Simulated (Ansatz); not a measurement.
## Relaxing YTi

Method: DFT PBE, scalar-relativistic, plane waves, PAW (Ansatz 0.2.0). Cutoff 420 eV, Γ-centred k mesh, Gaussian smearing, no spin polarisation in the final step.

YTi was placed on the CoSn structure type (P6/mmm, No. 191), with Y in place of Co, Ti in place of Sn, at a guessed volume.

```xyz
6
Lattice="5.5288 0.0000 0.0000 -2.7644 4.7880 0.0000 0.0000 0.0000 4.4607" Properties=species:S:1:pos:R:3 pbc="T T T"
Y     2.7644    0.0000    0.0000
Y     1.3822    2.3940    0.0000
Y    -1.3822    2.3940    0.0000
Ti    0.0000    0.0000    0.0000
Ti    0.0000    3.1920    2.2304
Ti    2.7644    1.5960    2.2304
```

Cell and atoms relax at zero pressure; the relaxation can't lower the symmetry of the start. After a coarse first stage the cell is made exact in the group found at 0.06 Å.

Energies over the elements count from the elements' standard structures at the same level, with no empirical corrections.

(1) Describe the relaxed structure.

(2) What are its volume, energy, density and gap?

## Answers

(1) It keeps P6/mmm (No. 191). The result has the CoSn (Y on Co sites) structure. Conventional cell: a = 6.423 Å, c = 4.878 Å. Y has 6 Ti at 3.06–3.21 Å and 4 Y at 3.21 Å; Ti on Wyckoff site a (1 atom of the primitive cell) is coordinated by 6 Y at 3.21 Å; around Ti on Wyckoff site d (2 atoms of the primitive cell) lie 6 Y at 3.06 Å.

Space group P6/mmm (No. 191). a = 6.423 Å, b = 6.423 Å, c = 4.878 Å, α = 90.00°, β = 90.00°, γ = 120.00°
```
atom site symmetry x y z
   Y    3f mmm  0.5000  0.0000  0.0000
  Ti    1a     6/mmm  0.0000  0.0000  0.0000
  Ti    2d      -6m2  0.3333  0.6667  0.5000
```

(2) The volume per atom is 29.04 Å³, the density is 3.91 g/cm³ and the energy over the elements is 1.17 eV/atom. The gap on the 6×6×8 mesh is 0 eV (a metal).

The final run used a 6×6×8 mesh on its 6-atom cell and 0.10 eV smearing. The k mesh leaves about 4 meV/atom of noise in metals. A structure relaxed within its symmetry needn't be a true minimum. The steps took of the order of 2.6 core-minutes in all.